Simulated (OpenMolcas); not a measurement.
**AlClO (SMILES [O]=[Al][Cl]): levels of theory compared**

Wanted: a comparison of 6 runs (HF/STO-3G, PBE/STO-3G, PBE0/STO-3G, MP2/STO-3G, ACPF/STO-3G, CISD/STO-3G) of AlClO. 

Program for the calculation: OpenMolcas 26.06.

1 further run of the same task is left out (for a known fault of the program).

### Step 1. The molecule

AlClO: 3 atoms, total charge 0, spin state singlet. As SMILES, `[O]=[Al][Cl]`. Geometry: a GFN2-xTB relaxation, a rough one for these elements and not checked as a minimum.

Bond lengths: O1–Al2 1.566 Å, Al2–Cl3 2.014 Å. Angles: O1–Al2–Cl3 180.0°.

### Step 2. A single-point energy at HF/STO-3G (run 1)

test.input reads:

```
&GATEWAY
  BasLib=$CurrDir
  Coord
  3
  angstrom
  O        0.107470       1.694260       0.245960
  Al       0.009340       0.147220       0.021380
  Cl      -0.116820      -1.841490      -0.267330
  Basis=STO-3G
  Group=NoSym

&SEWARD

&SCF
  Thresholds=1e-10 1e-07 1e-07 1e-05
  PrOrbitals=1 1
```

The basis set STO-3G is read from a file made from the Basis Set Exchange's data (not shown).

Started as:

```console
$ export MOLCAS_MEM=1860
$ pymolcas test.input > test.log
```

The program printed:

```text
--- Start Module: gateway ---
[...]
--- Stop Module: gateway /rc=_RC_ALL_IS_WELL_ ---
--- Start Module: seward ---
[...]
      Basis functions           23
--- Stop Module: seward /rc=_RC_ALL_IS_WELL_ ---
--- Start Module: scf ---
[...]
       Convergence after  12 Iterations
[...]
::    Total SCF energy                               -767.4372923769
[...]
      Total spin, S                                     0.0000000000
[...]
      Total electronic charge=   38.000000
      Total            charge=   -0.000000
[...]
      Dipole Moment (debye):
      Origin of the operator (angstrom)=   -0.0271   -0.4275   -0.0621
                   X= -2.5316E-02               Y= -3.9955E-01               Z= -5.7975E-02           Total=  4.0453E-01
      Quadrupole Moment (debye*angstrom):
[...]
--- Stop Module: scf /rc=_RC_ALL_IS_WELL_ ---
[...]
```

It took 1.6 s on 1 thread of Arm Neoverse V1, shared host; peak memory 0.37 GiB.

### Step 3. A single-point energy at PBE/STO-3G (run 2)

test.input reads:

```
&GATEWAY
  BASLIB=$CurrDir
  COORD
  3
  angstrom
  O        0.107470       1.694260       0.245960
  Al       0.009340       0.147220       0.021380
  Cl      -0.116820      -1.841490      -0.267330
  BASIS=STO-3G
  GROUP=NoSym

&SEWARD
  GRIDINPUT
  Grid=UltraFine
  End of Grid

&SCF
  KSDFT=PBE
  THRESHOLDS=1e-10 1e-07 1e-07 1e-05
  PRORBITALS=1 1
```

The basis set STO-3G is read from a file made from the Basis Set Exchange's data (not shown).

Started as:

```console
$ export MOLCAS_MEM=1860
$ pymolcas test.input > test.log
```

The program printed:

```text
--- Start Module: gateway ---
[...]
--- Stop Module: gateway /rc=_RC_ALL_IS_WELL_ ---
--- Start Module: seward ---
[...]
      Basis functions           23
--- Stop Module: seward /rc=_RC_ALL_IS_WELL_ ---
--- Start Module: scf ---
[...]
       Convergence after  13 Iterations
[...]
::    Total KS-DFT energy                            -768.4763489291
[...]
      Total spin, S                                     0.0000000000
[...]
      Total electronic charge=   38.000000
      Total            charge=   -0.000000
[...]
      Dipole Moment (debye):
      Origin of the operator (angstrom)=   -0.0271   -0.4275   -0.0621
                   X=  2.1368E-02               Y=  3.3649E-01               Z=  4.8870E-02           Total=  3.4069E-01
      Quadrupole Moment (debye*angstrom):
[...]
--- Stop Module: scf /rc=_RC_ALL_IS_WELL_ ---
[...]
```

Run time: 3.6 s. Hardware: 1 thread of Arm Neoverse V1, shared host; peak memory 0.37 GiB.

Runs 3 to 5 aren't shown in full; the table further down has their settings and results.

### Step 4. A single-point energy at CISD/STO-3G (run 6)

test.input reads:

```
&GATEWAY
  BasLib = $CurrDir
  Coord
  3
  angstrom
  O        0.107470       1.694260       0.245960
  Al       0.009340       0.147220       0.021380
  Cl      -0.116820      -1.841490      -0.267330
  Basis = STO-3G
  Group = NoSym

&SEWARD

&SCF
  Thresholds = 1e-10 1e-07 1e-07 1e-05
  PrOrbitals = 1 1

&MOTRA
  Frozen = 11

&GUGA
  Electrons = 16
  Spin = 1
  Inactive = 8
  Active = 0
  CIAll = 1

&CPF
  SDCI
```

The basis set STO-3G is read from a file made from the Basis Set Exchange's data (not shown).

Started as:

```console
$ export MOLCAS_MEM=1860
$ pymolcas test.input > test.log
```

The program printed:

```text
--- Start Module: gateway ---
[...]
--- Stop Module: gateway /rc=_RC_ALL_IS_WELL_ ---
[...]
      Basis functions           23
[...]
       Convergence after  12 Iterations
[...]
::    Total SCF energy                               -767.4372923769
[...]
      Total spin, S                                     0.0000000000
[...]
      *** WARNING: Default frozen orbitals is overwritten by user input.
      *** Default values:   8
[...]
--- Start Module: guga ---
[...]
--- Stop Module: guga /rc=_RC_ALL_IS_WELL_ ---
--- Start Module: cpf ---
[...]
      Active orbitals                            0       0
[...]
      Spin quantum number                      0.0
[...]
     FINAL CI ENERGY          -767.55500222
     FINAL CORRELATION ENERGY   -0.11770984  REFERENCE ENERGY    -767.43729238
[...]
     REL. CI ENERGY           -767.55500222
[...]
      Total electronic charge=   38.000000
      Total            charge=    0.000000
[...]
      Dipole Moment (debye):
      Origin of the operator (angstrom)=   -0.0271   -0.4275   -0.0621
                   X=  7.1398E-02               Y=  1.1252E+00               Z=  1.6336E-01           Total=  1.1392E+00
      Quadrupole Moment (debye*angstrom):
[...]
--- Stop Module: cpf /rc=_RC_ALL_IS_WELL_ ---
[...]
```

Wall time 1.8 s (1 thread of Arm Neoverse V1, shared host); peak memory 0.37 GiB.

### Step 5. The series

| run | level | integration grid | frozen core orbitals | energy (Eh) | dipole moment (D) of the reference | HOMO energy (eV) | LUMO energy (eV) | wall time |
| --- | --- | --- | --- | --- | --- | --- | --- | --- |
| 1 | HF/STO-3G | – | – | -767.437292 | 0.40 | -7.43 | 7.31 | 1.6 s |
| 2 | PBE/STO-3G | UltraFine | – | -768.476349 | 0.34 | -2.39 | 1.62 | 3.6 s |
| 3 | PBE0/STO-3G | UltraFine | – | -768.578619 | 0.16 | -3.84 | 2.68 | 3.6 s |
| 4 | MP2/STO-3G | – | 11 | -767.554939 | 0.40 | -7.43 | 7.31 | 1.7 s |
| 5 | ACPF/STO-3G | – | 11 | -767.569260 | 0.40 | -7.43 | 7.31 | 1.8 s |
| 6 | CISD/STO-3G | – | 11 | -767.555002 | 0.40 | -7.43 | 7.31 | 1.8 s |

### Step 6. Results

| quantity | value |
| --- | --- |
| run 6: total energy | -767.55500 Eh |
| run 6: dipole moment (mean-field density) | 0.40 D |
| run 6: HOMO energy (Hartree–Fock orbitals) | -7.43 eV |
| run 6: LUMO energy (Hartree–Fock orbitals) | 7.31 eV |
| run 6: HOMO–LUMO gap (Hartree–Fock orbitals) | 14.74 eV |
| run 6: correlation energy (11 core orbitals frozen) | -117.7 mEh |

Below the HF energy at the same shape and in the same basis (STO-3G): MP2 -117.6 mEh; ACPF -132.0 mEh; CISD -117.7 mEh. Over runs 1, 2, 3 the dipole moment (its size) runs from 0.16 D (PBE0/STO-3G) to 0.40 D (HF/STO-3G). The two dipoles point in opposite directions. Over runs 1, 2, 3 the HOMO–LUMO gap runs from 4.01 eV (PBE/STO-3G) to 14.74 eV (HF/STO-3G). Exact exchange widens orbital gaps. Totals of different functionals can't be ranked against each other. In runs 1, 2, 3, 4, 5, 6 the basis is minimal, so the values are rough. All runs together took 14 s, the longest 3.6 s.
